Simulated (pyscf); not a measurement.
PySCF, gas phase, ωB97X-D3(BJ)/def2-SVP geometries.

### Question
Estimate by transition-state theory the rate constant of O=In–AsH₂ (SMILES [O]=[In][AsH2]) + H₂ (SMILES [H][H]) -> H₂As–In (SMILES [AsH2][In]) [singlet] + H₂O (SMILES O) (singlet surface; In–O, H–H broken, H–O, H–O formed) at 1200 K, with ωB97M-D3(BJ)/def2-TZVP energies (ideal gas, 1 atm, RRHO with modes under 100 cm⁻¹ raised to 100, one conformer, R ln 2 for chiral ones without a mode under 150 cm⁻¹; no tunnelling).

### Answer
The electronic barrier is 41.3 kcal/mol and the thermal terms add +26.6, so ΔG‡ = 67.9 kcal/mol. With k_BT/h = 2.50e+13 s⁻¹ and RT = 2.385 kcal/mol, and a volume of 1.64e-19 cm³ per molecule at 1 atm, k = 1.7e-18 cm³ molecule⁻¹ s⁻¹. Wigner's tunnelling factor for 1321i cm⁻¹ would be 1.10. A shift of 1 kcal/mol in the barrier changes k by a factor 1.5. On the product side the descent ends in a bound adduct, 9.8 kcal/mol under the separated species and 101.4 kcal/mol under the saddle at ωB97X-D3(BJ)/def2-TZVP. At ωB97X-D3(BJ)/def2-TZVP the barrier from the zero used here is 46.1 kcal/mol. From the product side, [HAs=In]• + H• + H₂O lies, by one bond made or cut, 13.1 kcal/mol under this saddle at ωB97M-D3(BJ)/def2-TZVP. O=In–AsH₂ lies 29.1 kcal/mol over its isomer HO–In=AsH (electronic energy, ωB97M-D3(BJ)/def2-TZVP). One saddle was located; it need not be the lowest between these sides. A restricted solution here is unstable towards spin polarisation, so biradical character is likely and single-reference numbers are less safe. Elements up to Kr have no core potential and no relativistic terms here. Elements past Kr carry the def2 core potentials, without spin-orbit coupling.
